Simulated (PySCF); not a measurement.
# [H···H···BH2], doublet along the distance H1-H2

All five atoms lie in one plane.

Starting geometry:

```xyz
5

H    -2.2638    0.0000    0.0000
H    -1.5188    0.0000    0.0000
B     0.2172    0.0000    0.0000
H     0.7263    0.0000    1.0770
H     0.7263    0.0000   -1.0770
```

From there atom H2 is moved from one fragment to the other while all else, the fragments' distance too, stays fixed, so the hump isn't the reaction's barrier; atoms are numbered as listed. Energies are in kcal/mol, counted from the starting geometry at the same level.

Basis 6-31G; PySCF 2.14.0. Only valence electrons are correlated (noble-gas cores frozen). Prefix R: restricted or restricted open-shell reference; prefix U: unrestricted.

Full CI is exact within this basis and frozen core; it isn't the basis-set limit. The frozen core follows each run's orbitals, which can shift R against U totals by a few meV.

```
distance H1-H2 (Å)  full CI  unpaired electrons (full CI)  error RHF  error RMP2  error UMP2  error RCCSD  error UCCSD  error UCCSDT
             0.693      1.6                          1.02       -1.2        -0.4        -0.3          0.0          0.0           0.0
             0.745      0.0                          1.02        0.0         0.0         0.0          0.0          0.0           0.0
             0.826      0.4                          1.02        2.2         0.6         0.5          0.1          0.1           0.0
             0.907      1.7                          1.02        4.3         0.8         0.8          0.2          0.1           0.0
             0.988      2.1                          1.02        4.7         0.3         0.6          0.2          0.2           0.0
             1.068      1.0                          1.02        2.5        -0.1        -0.1          0.2          0.2           0.0
             1.149     -1.2                          1.02       -0.3        -1.0        -1.1          0.1          0.1           0.0
             1.230     -3.2                          1.02       -2.7        -1.9        -1.9          0.1          0.1           0.0
             1.311     -3.4                          1.01       -4.6        -2.7        -2.5          0.0          0.0           0.0
```

Unpaired electrons are Σ n²(2−n)² over natural occupations. Errors are those of relative energies. In total energy the starting point itself misses full CI by: RHF 52.8, RMP2 14.6, UMP2 14.3, RCCSD 0.8, UCCSD 0.8, UCCSDT 0.0 kcal/mol.

Spread of the error over the points with a reference, to 1.311 Å (largest less smallest): UCCSDT 0.0, UCCSD 0.2, RCCSD 0.3, UMP2 3.3, RMP2 3.4, RHF 9.3 kcal/mol.
